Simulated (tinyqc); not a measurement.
CCD on RHF in the sto-3g basis, frozen core, for HF, spin multiplicity 1, step by step. Computed by tinyqc, a small Python program that keeps every step (integrals from PySCF). Settings: charge = 0, multiplicity = 1, basis = sto-3g, method = RHF, frozen orbitals = 1, energy threshold = 1e-10, iteration cap = 70, orthogonalisation = symmetric, start = core, DIIS depth = 6, amplitude equations = CCD, DIIS depth for amplitudes = 0, cap on updates = 62. Command: `OMP_NUM_THREADS=1 python tinyqc.py 24891 24892 out.jsonl` (the two numbers bound the seeds that draw the settings). One thread of a shared host (Intel(R) Xeon(R) Processor @ 2.60GHz), about 0.1 s of CPU time with the checks. The early iterations of the SCF are left out here.

## One-electron integrals

Geometry (angstrom):
```
atom         x         y         z
F     0.000000  0.000000  0.000000
H     0.000000  0.000000  1.079000
```

Basis sto-3g: exponents (1/bohr^2) and contraction coefficients of normalised primitives:
```
element  l (shell)    exponent  coefficient
F            s (1)  166.679130     0.154329
F            s (1)   30.360812     0.535328
F            s (1)    8.216821     0.444635
F            s (2)    6.464803    -0.099967
F            s (2)    1.502281     0.399513
F            s (2)    0.488588     0.700115
F            p (3)    6.464803     0.155916
F            p (3)    1.502281     0.607684
F            p (3)    0.488588     0.391957
H            s (1)    3.425251     0.154329
H            s (1)    0.623914     0.535328
H            s (1)    0.168855     0.444635
```

Overlap, kinetic and nuclear-attraction integrals over the contracted functions; the nuclear repulsion is the sum of Za Zb / Rab.

nuclear repulsion = 4.41389703 hartree

overlap S, lower triangle:
```
           1F 1s     1F 2s    1F 2px    1F 2py    1F 2pz     2H 1s
1F 1s   1.000000
1F 2s   0.237990  1.000000
1F 2px  0.000000  0.000000  1.000000
1F 2py  0.000000  0.000000  0.000000  1.000000
1F 2pz  0.000000  0.000000  0.000000  0.000000  1.000000
2H 1s   0.033565  0.347900  0.000000  0.000000  0.290469  1.000000
```

kinetic energy T (hartree), lower triangle:
```
            1F 1s     1F 2s    1F 2px    1F 2py    1F 2pz     2H 1s
1F 1s   36.984577
1F 2s   -0.212858  1.037995
1F 2px   0.000000  0.000000  3.248015
1F 2py   0.000000  0.000000  0.000000  3.248015
1F 2pz   0.000000  0.000000  0.000000  0.000000  3.248015
2H 1s   -0.007078  0.057999  0.000000  0.000000  0.163454  0.760032
```

nuclear attraction V (hartree), lower triangle:
```
             1F 1s       1F 2s      1F 2px      1F 2py      1F 2pz      2H 1s
1F 1s   -77.500013
1F 2s    -9.293527  -12.030569
1F 2px    0.000000    0.000000  -11.912029
1F 2py    0.000000    0.000000    0.000000  -11.912029
1F 2pz   -0.010875   -0.133968    0.000000    0.000000  -11.989563
2H 1s    -1.344921   -3.100092    0.000000    0.000000   -2.260092  -5.541104
```

core Hamiltonian H = T + V (hartree), lower triangle:
```
             1F 1s       1F 2s     1F 2px     1F 2py     1F 2pz      2H 1s
1F 1s   -40.515436
1F 2s    -9.506384  -10.992574
1F 2px    0.000000    0.000000  -8.664014
1F 2py    0.000000    0.000000   0.000000  -8.664014
1F 2pz   -0.010875   -0.133968   0.000000   0.000000  -8.741548
2H 1s    -1.351999   -3.042093   0.000000   0.000000  -2.096638  -4.781073
```

## Two-electron integrals

Functions are numbered as in S; the eight-fold symmetry (ij|kl) = (ji|kl) = (kl|ij) leaves the list below.

Two-electron integrals (ij|kl) in chemists' order, unique and non-zero (hartree):
```
(11|11) 5.403501   (21|11) 0.841920   (21|21) 0.156299   (22|11) 1.268028
(22|21) 0.292344   (22|22) 0.926167   (31|31) 0.027998   (32|31) 0.043169
(32|32) 0.204588   (33|11) 1.264502   (33|21) 0.292403   (33|22) 0.925959
(33|33) 0.997514   (41|41) 0.027998   (42|41) 0.043169   (42|42) 0.204588
(43|43) 0.053770   (44|11) 1.264502   (44|21) 0.292403   (44|22) 0.925959
(44|33) 0.889973   (44|44) 0.997514   (51|51) 0.027998   (52|51) 0.043169
(52|52) 0.204588   (53|53) 0.053770   (54|54) 0.053770   (55|11) 1.264502
(55|21) 0.292403   (55|22) 0.925959   (55|33) 0.889973   (55|44) 0.889973
(55|55) 0.997514   (61|11) 0.120333   (61|21) 0.022158   (61|22) 0.041207
(61|33) 0.041143   (61|44) 0.041143   (61|51) 0.000907   (61|52) 0.001705
(61|55) 0.041342   (61|61) 0.003174   (62|11) 0.313146   (62|21) 0.073202
(62|22) 0.259722   (62|33) 0.255872   (62|44) 0.255872   (62|51) 0.004995
(62|52) 0.039415   (62|55) 0.267167   (62|61) 0.010537   (62|62) 0.090610
(63|31) 0.007561   (63|32) 0.045188   (63|53) 0.008241   (63|63) 0.013258
(64|41) 0.007561   (64|42) 0.045188   (64|54) 0.008241   (64|64) 0.013258
(65|11) 0.216655   (65|21) 0.051284   (65|22) 0.194760   (65|33) 0.186503
(65|44) 0.186503   (65|51) 0.010616   (65|52) 0.073123   (65|55) 0.211050
(65|61) 0.007683   (65|62) 0.083374   (65|65) 0.089408   (66|11) 0.479065
(66|21) 0.113816   (66|22) 0.466337   (66|33) 0.450753   (66|44) 0.450753
(66|51) 0.009470   (66|52) 0.105976   (66|55) 0.496994   (66|61) 0.016476
(66|62) 0.211453   (66|65) 0.226277   (66|66) 0.774606
```

## Orthogonalisation

S = U s U^T; symmetric (Loewdin) form X = U s^(-1/2) U^T, so that X^T S X = 1.

eigenvalues of S: 0.519469  0.846728  1.000000  1.000000  1.128371  1.505433

X, lower triangle:
```
            1F 1s      1F 2s    1F 2px    1F 2py     1F 2pz     2H 1s
1F 1s    1.022918
1F 2s   -0.129468   1.078460
1F 2px   0.000000   0.000000  1.000000
1F 2py   0.000000   0.000000  0.000000  1.000000
1F 2pz  -0.004922   0.045898  0.000000  0.000000   1.037423
2H 1s    0.018218  -0.204985  0.000000  0.000000  -0.167779  1.091827
```

## Starting guess

The start is the orbitals of the core Hamiltonian; D = 2 C_occ C_occ^T.

D at the start, lower triangle:
```
            1F 1s      1F 2s    1F 2px    1F 2py     1F 2pz     2H 1s
1F 1s    2.124936
1F 2s   -0.533384   2.275705
1F 2px   0.000000   0.000000  2.000000
1F 2py   0.000000   0.000000  0.000000  2.000000
1F 2pz  -0.025274   0.144244  0.000000  0.000000   2.129377
2H 1s    0.061222  -0.258564  0.000000  0.000000  -0.279493  0.062028
```

## Iteration 7 (converged): orbitals

converged F (hartree), lower triangle:
```
             1F 1s      1F 2s     1F 2px     1F 2py     1F 2pz      2H 1s
1F 1s   -25.905164
1F 2s    -6.623982  -3.027012
1F 2px    0.000000   0.000000  -0.462000
1F 2py    0.000000   0.000000   0.000000  -0.462000
1F 2pz   -0.019201  -0.052059   0.000000   0.000000  -0.274468
2H 1s    -0.951468  -0.862424   0.000000   0.000000  -0.501536  -0.410173
```

Diagonalise F' = X^T F X, C = X C', fill 5 alpha and 5 beta electrons from the bottom; D = 2 C_occ C_occ^T. Each column has its largest component positive (the first on a tie).

F' = X^T F X (hartree), lower triangle:
```
            1          2          3          4          5          6
1  -25.433708
2   -3.402790  -1.787600
3    0.000000   0.000000  -0.462000
4    0.000000   0.000000   0.000000  -0.462000
5   -0.043494   0.078286   0.000000   0.000000  -0.129410
6   -0.098415  -0.428340   0.000000   0.000000  -0.494475  -0.054535
```

orbital energies (hartree): MO1 -25.914650, MO2 -1.433300, MO3 -0.535119, MO4 -0.462000, MO5 -0.462000, MO6 0.477816

coefficients C:
```
              MO1        MO2        MO3        MO4       MO5        MO6
1F 1s    0.994870  -0.254730   0.065240   0.000000  0.000000   0.067592
1F 2s    0.021334   0.973990  -0.338187   0.000000  0.000000  -0.400599
1F 2px   0.000000   0.000000   0.000000  -0.611902  0.790933   0.000000
1F 2py   0.000000   0.000000   0.000000   0.790933  0.611902   0.000000
1F 2pz   0.001930   0.048759   0.689287   0.000000  0.000000  -0.793114
2H 1s   -0.004167   0.125458   0.566356   0.000000  0.000000   0.962326
```

D after iteration 7, lower triangle:
```
            1F 1s      1F 2s    1F 2px    1F 2py    1F 2pz     2H 1s
1F 1s    2.117820
1F 2s   -0.497887   2.126965
1F 2px   0.000000   0.000000  2.000000
1F 2py   0.000000   0.000000  0.000000  2.000000
1F 2pz   0.068938  -0.371152  0.000000  0.000000  0.954996
2H 1s    0.001692  -0.138858  0.000000  0.000000  0.792983  0.673033
```

Within a degenerate level the vectors are fixed only up to a rotation; this is one choice.

## Convergence

Stop when the energy changes by less than 1e-10 hartree and every element of the error matrix X^T (F D S - S D F) X is below 3e-06.

Course of the cycle:
```
iteration   E (hartree)     change  largest element of the error matrix
1          -97.86479827          -                             6.01e-01
2          -98.55127746  -6.86e-01                             9.34e-02
3          -98.55711006  -5.83e-03                             7.79e-03
4          -98.55717640  -6.63e-05                             1.34e-03
5          -98.55717747  -1.07e-06                             1.60e-05
6          -98.55717747  -1.73e-10                             1.04e-07
7          -98.55717747  -2.84e-14                             5.22e-08
```

PySCF RHF in the same basis = -98.55717747 hartree

Converged in 7 iterations.

## Populations, bond orders and dipole

Mulliken: Z minus the diagonal of D S on the atom; Loewdin: the same with S^(1/2) D S^(1/2); Mayer order: 2 sum_s sum (D(s) S)_ij (D(s) S)_ji over the two atoms.

Charges (e):
```
atom   Mulliken    Loewdin
1F    -0.144882  -0.112791
2H     0.144882   0.112791
```

Mayer bond orders:
```
pair     order
2-1   0.979009
```

dipole moment about the origin, x y z (debye): 0.000000  0.000000  1.144834

## Integrals over molecular orbitals

(pq|rs) = sum C_ip C_jq C_kr C_ls (ij|kl), one index at a time.

one-electron integrals over orbitals h = C^T H C (hartree), lower triangle:
```
            1          2          3          4          5          6
1  -40.497731
2    0.713883  -9.131149
3   -0.173567   0.547543  -7.207098
4    0.000000   0.000000   0.000000  -8.664014
5    0.000000   0.000000   0.000000   0.000000  -8.664014
6   -0.184397   0.987186   2.066675   0.000000   0.000000  -6.074575
```

Two-electron integrals over orbitals (pq|rs), unique and non-zero (hartree); the lowest 1 orbital is frozen and left out:
```
(22|22) 0.862369    (32|22) -0.037071   (32|32) 0.148461    (33|22) 0.725755
(33|32) -0.029613   (33|33) 0.719070    (42|42) 0.185477    (43|42) -0.035722
(43|43) 0.041096    (44|22) 0.886769    (44|32) -0.074339   (44|33) 0.716445
(44|44) 0.997514    (52|52) 0.185477    (53|52) -0.035722   (53|53) 0.041096
(54|54) 0.053770    (55|22) 0.886769    (55|32) -0.074339   (55|33) 0.716445
(55|44) 0.889973    (55|55) 0.997514    (62|22) -0.108603   (62|32) -0.062515
(62|33) -0.028014   (62|44) -0.106546   (62|55) -0.106546   (62|62) 0.093299
(63|22) -0.201912   (63|32) 0.090807    (63|33) -0.108126   (63|44) -0.221397
(63|55) -0.221397   (63|62) 0.047643    (63|63) 0.204558    (64|42) -0.035679
(64|43) -0.018874   (64|64) 0.030286    (65|52) -0.035679   (65|53) -0.018874
(65|65) 0.030286    (66|22) 0.660771    (66|32) 0.058628    (66|33) 0.662767
(66|44) 0.639168    (66|55) 0.639168    (66|62) -0.061225   (66|63) -0.020146
(66|66) 0.697470
```

## CCD: starting amplitudes

t_ij^ab = <ij||ab> / (e_i + e_j - e_a - e_b), whose energy is MP2.

Starting amplitudes (spin orbitals 1a, 1b, ...; amplitudes related by a flip of all spins are not repeated):
```
from      to          t
3a 3b  6a 6b  -0.100973
2a 2b  6a 6b  -0.024410
2a 3b  6a 6b  -0.016294
5a 5b  6a 6b  -0.016113
4a 4b  6a 6b  -0.016113
```

correlation energy = -0.02546083 hartree

## CCD: amplitude update 1

t_ij^ab D_ij^ab are set to the remaining terms of the spin-orbital equations, evaluated with the old amplitudes; for the doubles these are <ij||ab> + 1/2 <ab||ef> t_ij^ef + 1/2 <mn||ij> t_mn^ab + P(ij)P(ab) <mb||ej> t_im^ae + terms in t^2, D the orbital-energy denominators.

Amplitudes after update 1 (spin orbitals 1a, 1b, ...; amplitudes related by a flip of all spins are not repeated):
```
from      to          t
3a 3b  6a 6b  -0.139998
2a 2b  6a 6b  -0.025397
2a 3b  6a 6b  -0.025195
5a 5b  6a 6b  -0.018304
4a 4b  6a 6b  -0.018304
```

correlation energy = -0.03451669 hartree

## CCD: convergence

E_corr = 1/4 sum <ij||ab> t_ij^ab; stop when the norm of the change is below 1e-8.

Course of the amplitude iterations:
```
update  correlation energy (hartree)  norm of the change
0                        -0.02546083                   -
1                        -0.03451669            8.23e-02
2                        -0.03794068            3.27e-02
3                        -0.03927543            1.31e-02
4                        -0.03980241            5.25e-03
5                        -0.04001165            2.10e-03
6                        -0.04009497            8.41e-04
7                        -0.04012822            3.37e-04
8                        -0.04014149            1.35e-04
9                        -0.04014680            5.41e-05
10                       -0.04014892            2.17e-05
11                       -0.04014977            8.68e-06
12                       -0.04015011            3.48e-06
13                       -0.04015025            1.39e-06
14                       -0.04015030            5.58e-07
15                       -0.04015032            2.24e-07
16                       -0.04015033            8.96e-08
17                       -0.04015034            3.59e-08
18                       -0.04015034            1.44e-08
19                       -0.04015034            5.77e-09
```

Converged amplitudes (spin orbitals 1a, 1b, ...; amplitudes related by a flip of all spins are not repeated):
```
from      to          t
3a 3b  6a 6b  -0.165876
2a 3b  6a 6b  -0.031039
2a 2b  6a 6b  -0.023105
5a 5b  6a 6b  -0.018254
4a 4b  6a 6b  -0.018254
```

CCD total energy = -98.59732780 hartree

Converged in 19 updates.
